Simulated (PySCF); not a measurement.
**Mg₂ at PBE0**

Computed with PBE0; Mg x2c-SVPall; spin-free X2C with a Gaussian nucleus (PySCF 2.14).

```
state                          : ¹Σg⁺ (singlet), closed shell
bond length                    : 3.592 Å
harmonic wavenumber            : 92.9 cm⁻¹
force constant                 : 0.0610 mdyn/Å
rotational constant Be         : 0.1089 cm⁻¹
anharmonicity ωexe             : 1.99 cm⁻¹
vibration–rotation constant αe : 0.00242 cm⁻¹
well depth De to Mg + Mg       : 0.12 eV
dissociation energy D0         : 0.11 eV
HOMO–LUMO gap                  : 3.43 eV
bond order (Mayer)             : 0.37
```

Closed-shell solutions of metal pairs were not tested for spin polarisation, which can lower them a little. The bond is weak. Basis-set superposition, not corrected here, can be much of De in a small basis, most of all at correlated wavefunction levels. Functionals without a dispersion term scatter widely for such bonds, and LDA overbinds them.
